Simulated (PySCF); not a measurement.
Gas-phase reaction: 2 SiO2 + 4 F ⇌ 2 SiOF2 + O2

Computed with PySCF (xtb for GFN2) and rigid-rotor harmonic-oscillator thermochemistry at 1 bar. † marks an energy on the PBE0/def2-TZVP geometry and frequencies; other levels use their own. MP2 freezes the core. Open shells (unrestricted): F (multiplicity 2), O2 (multiplicity 3); the rest are closed-shell singlets. GFN2 has no spin-polarisation term. Spin-orbit splitting is ignored; it lowers the true energy and changes the entropy of F. SiOF2: computed as isolated molecules; such fragments, hydroxides, amides, oligomers or adducts are transient or little studied in the gas. MP2 isn't extrapolated to the basis-set limit.

```csv
level,"ΔH°(298 K), kJ"
BLYP/def2-TZVP†,-1546
GFN2-xTB,-872
M06-2X/def2-TZVP†,-1590
MP2/def2-SVP†,-1502
PBE/def2-SVP,[?]
PBE0/def2-QZVP†,[?]
PBE0/def2-TZVP,[?]
```

Task: Complete the blanks.

Result: 
- PBE/def2-SVP, ΔH°(298 K), kJ: -1615
- PBE0/def2-QZVP†, ΔH°(298 K), kJ: -1562
- PBE0/def2-TZVP, ΔH°(298 K), kJ: -1556
